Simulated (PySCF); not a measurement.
Reaction (SMILES): N#P (N-P) + 3 [H][H] (H2) → N (NH3) + P (PH3)
B3LYP-D3(BJ)/def2-TZVP geometries, fixed; electronic energies without zero-point terms.

Effect of the grid level at M06-2X/def2-TZVP with PySCF, against the last row, where the energy of full hydrogenation is -68.31 kcal/mol.

```tsv
setting	grid points, largest species	largest shift of a total energy (mEh)	shift of the energy of full hydrogenation (kcal/mol)
grids.level: 0	2928	77.699	-2.057
grids.level: 1	12536	-0.347	0.237
grids.level: 2	27112	0.081	0.009
grids.level: 3	43328	0.004	0.002
grids.level: 4	75000	-0.001	0.000
grids.level: 5	112736	0.001	-0.001
grids.level: 7	235424	0.000	0.000
```

Within 0.3 kcal/mol in the energy of full hydrogenation: grids.level: 1; grids.level: 2; grids.level: 3; grids.level: 4; grids.level: 5. The largest shift is 77.699 mEh in a total energy and 2.057 kcal/mol in the difference.
